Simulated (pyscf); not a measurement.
Optimised with ωB97X-D3(BJ)/def2-SVP in PySCF. Correlated levels are frozen-core, on RHF or UHF. ΔMP2 is the change of the MP2 total energy from the triple- to the quadruple-zeta basis.

SMILES: [GeH3][Br]
```xyz
5

Ge     0.6339    -0.5318     0.3097
Br     1.6307     1.3271    -0.6133
H      0.5990    -0.3277     1.8264
H     -0.7777    -0.6326    -0.2740
H      1.4855    -1.7451    -0.0724
```
Charge 0, spin multiplicity 1.

Task: List the bond dissociation enthalpies at 298 K of H₃Ge–Br from CCSD(T)/def2-TZVPP + ΔMP2(QZVPP), from the weakest bond up.

Result: Ge–H to •H₂Ge–Br + H•: 84.7 kcal/mol; Br–Ge to GeH₃• + Br•: 87.5 kcal/mol. Ring and multiple bonds, and those that leave no two simple radicals, are not listed. The CCSD(T) − MP2 part came from Ansatz, without density fitting, on the same reference. The frozen core leaves the outer d or s,p core shells of the metals and heavy elements correlated in the MP2 and CC values, and def2-TZVPP describes them poorly, which can shift differences by a few kcal/mol. Left out: the spin-orbit lowering of Br, which is large for Br, Se, Te and I. Elements up to Kr have no core potential and no relativistic terms here.
